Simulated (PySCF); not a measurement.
C4H5NO.
Structure used (PBE0-D3(BJ)/def2-SVP), in Å, numbered top down from 1:
```xyz
11
C4H5NO angstrom
O     -2.1441   -0.9625   -1.2969
C     -2.0439   -0.1869   -0.3739
N     -0.8805    0.2093    0.1999
C      0.4099   -0.2562   -0.2299
C      1.6056    0.6187   -0.0952
C      1.5270   -0.3755    0.7455
H     -2.9302    0.2929    0.1103
H     -0.9206    0.8651    0.9707
H      0.2823   -0.9538   -1.0668
H      2.1295    1.5015   -0.4568
H      1.9376   -0.9227    1.5919
```

The calculation used core-valence-separated Tamm–Dancoff BHandHLYP/aug-pcX-1 (pcseg-1 on H) in PySCF, non-relativistic, gas phase, PBE0-D3(BJ)/def2-SVP geometry. BHandHLYP without relativity tends to put these K edges a few eV too low, so spacings mean more than positions.

The lowest roots of each edge with f over 0.003 (five at most, numbered afresh; weaker and dark ones are left out), with transition dipoles (au) in the frame of the coordinates:

```json
{"root": "1", "edge": "C", "E (eV)": "282.81", "f": "0.0920", "μx": "-0.0616", "μy": "0.0656", "μz": "0.0718"}
{"root": "2", "edge": "C", "E (eV)": "282.82", "f": "0.0293", "μx": "0.0347", "μy": "-0.0366", "μz": "-0.0409"}
{"root": "3", "edge": "C", "E (eV)": "284.78", "f": "0.0829", "μx": "0.0059", "μy": "0.0823", "μz": "-0.0712"}
{"root": "4", "edge": "C", "E (eV)": "286.42", "f": "0.0205", "μx": "0.0040", "μy": "0.0416", "μz": "-0.0343"}
{"root": "5", "edge": "C", "E (eV)": "287.26", "f": "0.0192", "μx": "-0.0328", "μy": "-0.0240", "μz": "-0.0328"}
{"root": "6", "edge": "N", "E (eV)": "399.97", "f": "0.0270", "μx": "0.0030", "μy": "0.0396", "μz": "-0.0342"}
{"root": "7", "edge": "N", "E (eV)": "400.22", "f": "0.0251", "μx": "-0.0042", "μy": "0.0331", "μz": "0.0380"}
{"root": "8", "edge": "N", "E (eV)": "402.84", "f": "0.0043", "μx": "0.0154", "μy": "-0.0096", "μz": "-0.0101"}
{"root": "9", "edge": "O", "E (eV)": "529.46", "f": "0.0428", "μx": "0.0031", "μy": "0.0434", "μz": "-0.0375"}
```

Problem. Molecules are fixed in this frame and the field points along (1, 0, −1)/√2. What effective strengths 3 f cos²θ do the roots have (θ between field and μ)?

Solution. root 1 (C5/C6): 0.185, root 2 (C5/C6): 0.059, root 3 (C2): 0.062, root 4 (C5/C6): 0.015, root 5 (C5/C6): 0.000, root 6 (N3): 0.020, root 7 (N3): 0.026, root 8 (N3): 0.010, root 9 (O1): 0.032. Root 1 is the strongest. Averaged over all orientations cos²θ is 1/3, which gives f back.

The run took 47 s of wall time on Intel Xeon at 2.50 GHz, one thread, shared host with 64 logical CPUs at a one-minute load of 52, and the process peaked at 0.90 GiB of memory.

One conformer stands for the species.
